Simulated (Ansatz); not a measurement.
# AlO2: the cost of one run

Program: Ansatz 0.2.0, Gaussian basis. Level of theory: def2-QZVPP, all electrons in the functionals, frozen cores in the correlation of double hybrids and RPA. These are calculated values, not measurements.

The runs, in order: B2PLYP, at charge 0, doublet; charge 0, quartet; charge 1, singlet; charge 1, triplet.

5 further runs of the same task are left out: 2 that didn't finish, 3 set aside as unsound or not needed.

**1. The geometry**

The geometry is a PBE0/def2-TZVP stationary point (not a proven minimum).

3 atoms, charge 0, spin multiplicity 2.

Atoms are counted from 1 here; the program's logs count them from 0.

Bond lengths: Al1–O2 1.733 Å, O2–O3 1.294 Å. Angles: Al1–O2–O3 180.0°.

As a file:

```xyz
3
charge 0, multiplicity 2
Al    0.00000    0.00000    1.58695
O     0.00000    0.00000   -0.14640
O     0.00000    0.00000   -1.44054
```

No dispersion term is added.

The geometry shown and the zero of energy belong to the point charge 0, doublet. The yardstick, UCCSD(T), and other wave-function levels (R restricted, U unrestricted, valence and pair active spaces) come from earlier runs.

**2. B2PLYP, charge 0, doublet**

Contents of in.yaml:

```yaml
crystal:
  periodic: [false, false, false]
  atoms:
    - {symbol: Al, position_ang: [0.000000, 0.000000, 1.586946]}
    - {symbol: O, position_ang: [0.000000, 0.000000, -0.146400]}
    - {symbol: O, position_ang: [0.000000, 0.000000, -1.440545]}
basis:
  gaussian: {orbitals: "def2-QZVPP.json"}
magnetization: {spin_polarized: true, initial_magnetization: 1}
hamiltonian: {xc: {name: B2PLYP}}
correlation: {electrons: outside_noble_gas}
```

On the command line:

```bash
> ansatz run in.yaml --threads 1 --pin off --events-out ev --progress --plain --max-ram 2393MiB
```

**Question.** How long does this run take on 1 thread of Arm Neoverse V2, shared host, and how much memory does it need?

About 29 s, with a peak of 0.54 GiB.
